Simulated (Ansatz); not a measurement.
We consider rock-salt NaF, described by G0W0@HSE06 in Ansatz (hard PAW, contour deformation).

The same calculation (at the measured cell, 12.430 Å³/atom) with different numerical settings; throughout: response cutoff 100 eV, empty bands 104:

| run | k mesh | quasiparticle gap on the mesh (eV) | quasiparticle gap at Γ (eV) | rough time |
|---|---|---|---|---|
| 1 | 4×4×4 | 11.385 | 11.385 | 100 core-s |
| 2 | 8×8×8 | 11.353 | 11.353 | 20 core-min |
| 3 | 10×10×10 | 11.351 | 11.351 | 80 core-min |

In the column quasiparticle gap on the mesh (eV) the first row differs from the last by +0.034 and the next to last by +0.002.

The last row is no converged limit: other settings stay fixed.

Note: GW on a hybrid start was not checked against another program.

Ansatz is an electronic-structure program.
